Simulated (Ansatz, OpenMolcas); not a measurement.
**The same job for Ansatz**

This OpenMolcas 26.06 job computes SiH3Cl (chlorosilane):

job.inp:
```
&GATEWAY
 BASLIB
 $CurrDir
 COORD
 5
 angstrom
 Si       0.310693       0.622890       1.253078
 Cl       2.260993       0.090790       1.613878
 H       -0.528207       0.115990       2.363078
 H       -0.534700      -0.585700      -1.314900
 H        0.231893       2.099690       1.179278
 BASIS
 STO-3G
 GROUP
 NoSym

&SEWARD
 GRIDINPUT
 Grid=UltraFine
 End of Grid

&SCF
 KSDFT
 B2PLYP_SCF
 THRESHOLDS
 1e-10 1e-07 1e-07 1e-05
 PRORBITALS
 1 1

&MBPT2
 FROZEN
 10
```

```bash
$ export MOLCAS_MEM=1860
$ pymolcas job.inp > job.log
```

(Basis files named in the input come from the Basis Set Exchange and aren't shown.)

The Si1–H4 distance was set to 2.961 Å, away from the relaxed value.

A bond is far stretched, where a restricted reference may be unsound.

It gives a total energy of -742.622354 Eh.

Q: Write the same calculation for Ansatz 0.2.0 as an input file of the program's own.

A: This input was run:

molecule.yaml:
```yaml
crystal:
  periodic: [false, false, false]
  atoms:
    - symbol: Si
      position_ang: [0.310693, 0.622890, 1.253078]
    - symbol: Cl
      position_ang: [2.260993, 0.090790, 1.613878]
    - symbol: H
      position_ang: [-0.528207, 0.115990, 2.363078]
    - symbol: H
      position_ang: [-0.534700, -0.585700, -1.314900]
    - symbol: H
      position_ang: [0.231893, 2.099690, 1.179278]
basis:
  gaussian: {orbitals: STO-3G}
hamiltonian: {xc: {name: B2PLYP}}
correlation: {frozen_orbitals: {Cl: 5, H: 0, Si: 5}}
accuracy: high
```

```bash
$ ansatz run molecule.yaml --threads 1 --pin off --max-ram 2610MiB --events-out events.jsonl --progress --plain --runs-dir runs
```

Its energy is -742.622354 Eh, 0.000 mEh from the first.
